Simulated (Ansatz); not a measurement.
in.yaml

```yaml
crystal:
  periodic: [false, false, false]
  atoms:
    - {symbol: Al, position_ang: [-0.054100, 0.000227, -0.132547]}
    - {symbol: H, position_ang: [0.454489, 0.001882, 1.985993]}
    - {symbol: H, position_ang: [-0.488725, -0.011307, 1.949802]}
    - {symbol: H, position_ang: [0.739068, 1.383390, -0.188576]}
    - {symbol: H, position_ang: [0.743379, -1.380049, -0.199069]}
basis:
  gaussian: {orbitals: 6-31G}
magnetization: {spin_polarized: false, initial_magnetization: 1}
correlation: {method: fic_mrcisd_q, electrons: outside_noble_gas, active_space: {window: {electrons: 3, orbitals: 3}}}
```

```sh
$ ansatz run in.yaml --threads 1 --pin off --events-out ev --progress --plain --max-ram 2393MiB
```

Log:

```
266 factors; integrals over basis functions are off by at most 8.4e-4 eV
mean field evaluation 1: about -6641.3534 eV, gradient 8.0e0 eV
mean field evaluation 2: about -6641.3559 eV, gradient 8.0e0 eV
mean field evaluation 4: about -6641.9664 eV, gradient 3.1e-1 eV
mean field evaluation 8: about -6641.9682 eV, gradient 2.1e-4 eV
mean field -6641.96822714 eV, -244.0878302596 hartree, gradient 2.1e-6 eV, S^2 0.750000; 0 other end points of the search recorded, 0 dependent functions left out
reference -6641.96822714 eV, -244.0878302596 hartree; 9, 8 occupied and 12, 13 virtual orbitals, 266 factors
state -6642.64042765 eV, -244.1125331727 hartree
contracted CI cycle   1: correlation 0.00000000 eV, 0.0000000000 hartree, residual 7.40e0 eV
contracted CI cycle   2: correlation -1.28882105 eV, -0.0473632999 hartree, residual 1.37e0 eV
contracted CI cycle   3: correlation -1.34511436 eV, -0.0494320411 hartree, residual 4.22e-1 eV
contracted CI cycle   4: correlation -1.34978184 eV, -0.0496035678 hartree, residual 1.18e-1 eV
contracted CI cycle   5: correlation -1.35017820 eV, -0.0496181336 hartree, residual 4.34e-2 eV
contracted CI cycle   6: correlation -1.35022657 eV, -0.0496199110 hartree, residual 1.84e-2 eV
contracted CI cycle   7: correlation -1.35023411 eV, -0.0496201881 hartree, residual 6.94e-3 eV
contracted CI cycle   8: correlation -1.35023522 eV, -0.0496202289 hartree, residual 2.47e-3 eV
contracted CI cycle   9: correlation -1.35023536 eV, -0.0496202343 hartree, residual 8.32e-4 eV
state -6642.64042765 eV, -244.1125331727 hartree; corrected -6644.04943998 eV, -244.1643134208 hartree
state -6642.37626881 eV, -244.1028255143 hartree
contracted CI cycle   1: correlation 0.00000000 eV, 0.0000000000 hartree, residual 8.12e0 eV
contracted CI cycle   2: correlation -1.54209201 eV, -0.0566708361 hartree, residual 1.57e0 eV
contracted CI cycle   3: correlation -1.61067550 eV, -0.0591912328 hartree, residual 4.23e-1 eV
contracted CI cycle   4: correlation -1.61509812 eV, -0.0593537613 hartree, residual 1.42e-1 eV
contracted CI cycle   5: correlation -1.61560181 eV, -0.0593722716 hartree, residual 5.65e-2 eV
contracted CI cycle   6: correlation -1.61568853 eV, -0.0593754583 hartree, residual 2.41e-2 eV
contracted CI cycle   7: correlation -1.61570419 eV, -0.0593760338 hartree, residual 8.93e-3 eV
contracted CI cycle   8: correlation -1.61570614 eV, -0.0593761053 hartree, residual 2.90e-3 eV
contracted CI cycle   9: correlation -1.61570633 eV, -0.0593761125 hartree, residual 1.09e-3 eV
state -6642.37626881 eV, -244.1028255143 hartree; corrected -6644.07373924 eV, -244.1652064020 hartree
state -6642.37626881 eV, -244.1028255143 hartree; corrected -6644.07373924 eV, -244.1652064020 hartree
the orbitals are reached from a further start. From the first start the search ends at -6642.64042742 eV, -244.1125331642 hartree
WARN: the results are in doubt because another end's mean lies 0.264 eV lower, and its corrected mean 0.024 eV higher
Total energy: -6644.07373924 eV, -244.1652064020 hartree
In doubt: another end's mean lies 0.264 eV lower, and its corrected mean 0.024 eV higher
```

For the same geometry and basis full CI lies 17.3 meV higher.

Ran on 1 thread of Arm Neoverse V1, shared host: 0.39 s wall, 0.07 GiB peak host memory.
